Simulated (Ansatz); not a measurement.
## SiN2H6 (SMILES NN[SiH3]): methods side by side

SiN2H6 has 9 atoms, charge 0, and is taken as a singlet. SMILES: `NN[SiH3]`. Geometry: optimised at B3LYP/def2-SVP. This is one conformer, not always the lowest.

Each level gives the adiabatic electron affinity (to the doublet anion, shapes relaxed at B3LYP/def2-SVP, no zero-point term) (eV). The values are calculated.

The electron affinity is E(neutral) − E(anion): positive where the electron is bound.

```tsv
level	kind	program	value (eV)	CPU time (all runs)
HF/def2-TZVP	Hartree–Fock	Ansatz	-2.34	2.6 s
PBE/def2-TZVP	GGA	Ansatz	-1.13	4.5 s
r2SCAN/def2-TZVP	meta-GGA	Ansatz	-1.21	7.7 s
B3LYP/def2-TZVP	global hybrid	Ansatz	-1.33	5.8 s
MP2/def2-TZVP	perturbation theory	Ansatz	-1.66	4.2 s
```

The values span -2.34 to -1.13 eV. Negative values mean that the anion is unbound at that level; they are set by how diffuse the basis is and aren't properties of the molecule. Times are those of the runs behind each value, whatever else they computed, on shared processors of several kinds: orders of magnitude only.
